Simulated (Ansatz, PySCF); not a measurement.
Gas-phase enthalpy of formation at 298 K, by the atomisation route, of [Cl][Al]([Cl])[Cl] (SMILES; AlCl3). Each molecule is optimised on its own at B3LYP-D3(BJ)/def2-TZVP (Ansatz, a program for electronic structure). Correlated levels leave the core frozen unless marked. Open shells are spin-unrestricted. No spin-orbit coupling. No relativistic terms. Basis-set limits of correlation are two-point, X^-3; Hartree-Fock from the larger set. Thermal terms are rigid-rotor harmonic-oscillator values from B3LYP-D3(BJ) frequencies (PySCF) at 298.15 K and 1 atm. 1 Eh = 627.5095 kcal/mol.

```
species             count  E, CCSD(T)/CBS(cc-pV(T+d)Z,cc-pV(Q+d)Z) (Ansatz) (Eh)  E, PBE/def2-TZVPD (Ansatz) (Eh)  measured ΔHf at 0 K (kcal/mol)  H(298) - H(0) of the element (kcal/mol)
------------------  -----  -----------------------------------------------------  -------------------------------  ------------------------------  ---------------------------------------
[Cl][Al]([Cl])[Cl]      1                                            -1621.55610                      -1622.59388                               -                                        -
Al atom                 1                                             -241.93453                       -242.22767                           78.23                                     1.08
Cl atom                 3                                             -459.70714                       -459.95933                           28.59                                     1.10
```

Molecule: zero-point energy 3.00, H(298) - H(0) 3.94 kcal/mol. The route leaves out scalar relativity and anharmonic zero-point terms, the atoms' spin-orbit terms, and in the frozen-core level the core correlation. Atomic data: G2/97 table in ASE.

Problem. Work out De, D0 and ΔHf at 0 and 298 K at both levels, and their errors against the measured value.

Solution. 
The atoms' values sum to 164.00 (0 K) and 4.38 (thermal), in kcal/mol.
- CCSD(T)/CBS(cc-pV(T+d)Z,cc-pV(Q+d)Z): De = 313.85; D0 = 313.85 - 3.00 = 310.85; ΔHf(0 K) = 164.00 - 310.85 = -146.85; ΔHf(298 K) = -146.85 + 3.94 - 4.38 = -147.29; error -7.6.
- PBE/def2-TZVPD: De = 306.36; D0 = 306.36 - 3.00 = 303.36; ΔHf(0 K) = 164.00 - 303.36 = -139.36; ΔHf(298 K) = -139.36 + 3.94 - 4.38 = -139.80; error -0.1.
Measured: -139.7 kcal/mol (G2/97 table in ASE (Curtiss et al.)). This is an older compilation, not checked against later work.
